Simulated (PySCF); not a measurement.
Ionisation energy of B by level of theory

B [He] 2s2 2p1 (2P) → B⁺ [He] 2s2 (1S), as a difference of total energies. Computed with PySCF 2.14 in aug-cc-pVTZ-DK (5s4p3d2f, 46 functions), with the spin-free X2C one-electron Hamiltonian (Gaussian nucleus). Correlated levels: valence: 1s2 frozen. The calculations carry no spin-orbit coupling.

| method | ionisation energy (eV) |
| --- | --- |
| UHF | 8.035 |
| LDA | 8.639 |
| PBE | 8.668 |
| PBE0 | 8.642 |
| r2SCAN | 8.763 |
| B97-3 | 8.562 |
| PBEsol | 8.553 |
| M06-2X | 8.316 |
| r2SCAN0 | 8.735 |
| MP2 (valence) | 8.263 |
| SCS-MP2 (valence) | 8.233 |

Problem. How much does correlation contribute at MP2 (valence)?

Solution. 8.263 − (8.035) = 0.228 eV, measured against UHF.

Errors of the correlated levels include the incompleteness of this basis and the frozen core.

For comparison: 8.297 eV (measured; NIST levels, between the centres of gravity of the two terms).
